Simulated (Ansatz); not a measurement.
# SiNH (singlet): wB97M-V, HSE06 over a scan of the distance N2–H3, 6-31G

Aim: run SiNH (singlet) with these functionals over a scan of the distance N2–H3, and hold them against the top wave-function level at the same points.

Computed with Ansatz 0.2.0, Gaussian basis. Level: 6-31G, all electrons in the functionals.

Plan: wB97M-V, HSE06, at 0.794 Å; 0.884 Å; 1.000 Å; 1.075 Å; 1.245 Å; 1.383 Å; 1.561 Å; 1.850 Å; 2.242 Å; 2.755 Å; 3.475 Å.

16 further runs of the same task are left out: 12 that didn't finish, 4 set aside as unsound or not needed.

**1. The geometry**

The geometry derives from a PBE0/def2-TZVP stationary point (not a proven minimum). One bond is set to the value named and the two fragments are kept rigid.

3 atoms, charge 0, spin multiplicity 1.

Atoms are counted from 1 here; the program's logs count them from 0.

Bond lengths: Si1–N2 1.546 Å, N2–H3 1.000 Å. Angles: Si1–N2–H3 180.0°.

Coordinates:

```tsv
atom	x (Å)	y (Å)	z (Å)
Si1	0.0000	0.0000	-1.3636
N2	0.0000	0.0000	0.1820
H3	0.0000	0.0000	1.1816
```

No dispersion term is added; wB97M-V holds VV10 nonlocal correlation. HSE06 is the plane-wave form.

The geometry shown and the zero of energy belong to the point 1.000 Å. The yardstick, FCI, and other wave-function levels (R restricted, U unrestricted, valence and pair active spaces) come from earlier runs.

**2. wB97M-V, 0.794 Å**

in.yaml reads:

```yaml
crystal:
  periodic: [false, false, false]
  atoms:
    - {symbol: Si, position_ang: [0.000000, 0.000000, 1.295091]}
    - {symbol: N, position_ang: [0.000000, 0.000000, -0.250546]}
    - {symbol: H, position_ang: [0.000000, 0.000000, -1.044546]}
basis:
  gaussian: {orbitals: 6-31G}
hamiltonian: {xc: {name: wB97M-V}}
output: {forces: true, orbitals: {seedname: orbitals}}
```

Started as:

```sh
> ansatz run in.yaml --threads 1 --pin off --events-out ev --progress --plain --max-ram 2393MiB
```

Further steps of the session: wB97M-V, 0.884 Å; wB97M-V, 1.000 Å; wB97M-V, 1.075 Å; wB97M-V, 1.245 Å; wB97M-V, 1.383 Å; wB97M-V, 1.561 Å; wB97M-V, 1.850 Å; wB97M-V, 2.242 Å; wB97M-V, 2.755 Å; wB97M-V, 3.475 Å; HSE06, 0.794 Å; HSE06, 0.884 Å; HSE06, 1.000 Å; HSE06, 1.075 Å; HSE06, 1.245 Å; HSE06, 1.383 Å; HSE06, 1.561 Å; HSE06, 1.850 Å; HSE06, 2.242 Å; HSE06, 2.755 Å; HSE06, 3.475 Å.

Before running them: what should the planned runs give, taken together? Wanted: span of the FCI curve; largest miss, wB97M-V; largest miss, HSE06.

**Answer**, as computed:

| quantity | value |
| --- | --- |
| span of the FCI curve | 489.6 kJ/mol |
| largest miss, wB97M-V | +90.2 kJ/mol (2.242 Å) |
| largest miss, HSE06 | +64.4 kJ/mol (2.242 Å) |

Of the functionals, HSE06 keep the smallest largest miss at the points compared (at most 64.4 kJ/mol) and wB97M-V strays most (90.2 kJ/mol, at 2.242 Å). wB97M-V, HSE06 clearly break the spin symmetry at some points (⟨S²⟩ up to 1.02 above the pure value), so energy there is bought with a mixed spin. Functionals and the yardstick converge differently with the basis, so part of each miss in 6-31G is the basis.
